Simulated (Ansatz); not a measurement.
**AlH2⁻, singlet: stretch scan**

Starting geometry (PBE0/def2-TZVPD stationary point for this spin, not checked as a minimum):

```xyz
3

Al    0.0000   -0.0810    0.0000
H     0.0000    1.0848   -1.2329
H     0.0000    1.0848    1.2329
```

From there H2 moves along the line of the two atoms named below, all else staying in place; atoms are numbered as listed. Energies are in kcal/mol, counted from the starting geometry at the same level. Kohn–Sham curves are unrestricted where that lies lower.

Basis 6-31++G** (Cartesian d functions); Ansatz 0.2.0. Correlated methods freeze the noble-gas cores. Prefix R: restricted or restricted open-shell reference.

Unrestricted Kohn–Sham rows aren't spin-pure: their determinants' ⟨S²⟩ exceeds S(S+1) by up to 0.36, so they mix in states of higher spin. The highest occupied Kohn–Sham level of the anion is positive, up to +1.30 eV, so in those functionals the extra electron is held by the basis alone, which enters their differences from the reference. A value is left out where its run failed or describes another state than the reference as far as symmetry and spin tell, or, spin-broken singlets apart, can't be checked.

Full CI is exact within this basis and frozen core; it isn't the basis-set limit.

```csv
distance Al1-H2 (Å),full CI,curve A,curve B,curve C,curve D
1.328,21.7,21.7,22.6,22.3,–
1.536,2.8,2.8,3.0,3.1,3.7
1.697,0.0,0.0,0.0,0.0,0.0
1.861,2.2,2.2,2.2,1.7,1.3
2.048,7.4,7.4,7.6,6.4,5.6
2.284,14.9,14.9,15.5,13.6,12.3
2.679,25.8,25.8,27.1,24.5,23.0
3.178,35.3,35.3,37.2,34.7,33.0
3.675,41.4,41.4,43.3,41.4,39.5
4.500,47.2,47.2,48.6,47.8,44.8
5.772,51.2,51.2,51.9,51.9,46.1
```

**Question.** The curves come from PBE, RCCSDTQ, RHF, wB97M-V. Compare each with full CI and say which is which.

**Answer.** A: RCCSDTQ, B: RHF, C: wB97M-V, D: PBE. Spread of the error against full CI, over the points where both stand: A 0.0, B 1.9, C 2.0, D 6.0 kcal/mol. PBE at 5.772 Å lies 5.1 kcal/mol (10 %) below the reference in this basis.

In so small a basis the reference is far from its limit while semilocal and hybrid functionals are nearer theirs, so the functionals' errors here hold much of the reference's basis and frozen-core error, which can add to them or hide them.
